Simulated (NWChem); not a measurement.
System meant: C cation, doublet

NWChem input:

```
start job
memory heap 200 mb stack 900 mb global 1100 mb
charge 1
geometry units angstroms noautoz
  C      0.000000     0.000000     0.000000
end
basis spherical
  C library def2-svp
end
dft
  odft
  mult 3
  xc xpbe96 cpbe96
  iterations 150
  mulliken
end
task dft energy
```

End of the output:

```
      C                 12.000000

 Effective nuclear repulsion energy (a.u.)       0.0000000000

            Nuclear Dipole moment (a.u.)
            ----------------------------
        X                 Y               Z
 ---------------- ---------------- ----------------
     0.0000000000     0.0000000000     0.0000000000

            XYZ format geometry
            -------------------
     1
 geometry
 C                     0.00000000     0.00000000     0.00000000

 Summary of "ao basis" -> "" (spherical)
 ------------------------------------------------------------------------------
       Tag                 Description            Shells   Functions and Types
 ---------------- ------------------------------  ------  ---------------------
 C                          def2-svp                 6       14   3s2p1d

  pbe96 is a nonlocal functional; adding pw91lda local functional.

                                 NWChem DFT Module
                                 -----------------

 Summary of "ao basis" -> "ao basis" (spherical)
 ------------------------------------------------------------------------------
       Tag                 Description            Shells   Functions and Types
 ---------------- ------------------------------  ------  ---------------------
 C                          def2-svp                 6       14   3s2p1d

  number of electrons :                    5
  multiplicity        :                    3
 ------------------------------------------------------------------------
  no. of electrons and multiplicity not compatible                   5
 ------------------------------------------------------------------------
 ------------------------------------------------------------------------
  current input line :
    17: task dft energy
 ------------------------------------------------------------------------
 ------------------------------------------------------------------------
 There is an error in the input file
 ------------------------------------------------------------------------
 For more information see the NWChem manual at https://nwchemgit.github.io

0: no. of electrons and multiplicity not compatible:Received an Error in Communication
```

Q: Find the fault in this run and fix the input.

A: The program refused the input. Cause: the multiplicity doesn't fit the number of electrons (an even count wants an odd multiplicity, and the reverse). This input runs:
```
start job
memory heap 200 mb stack 900 mb global 1100 mb
charge 1
geometry units angstroms noautoz
  C      0.000000     0.000000     0.000000
end
basis spherical
  * library def2-svp
end
dft
  odft
  mult 2
  xc xpbe96 cpbe96
  iterations 150
  mulliken
end
task dft energy
```
It converges to -37.32575 Ha (PBE/def2-SVP, spin-unrestricted).
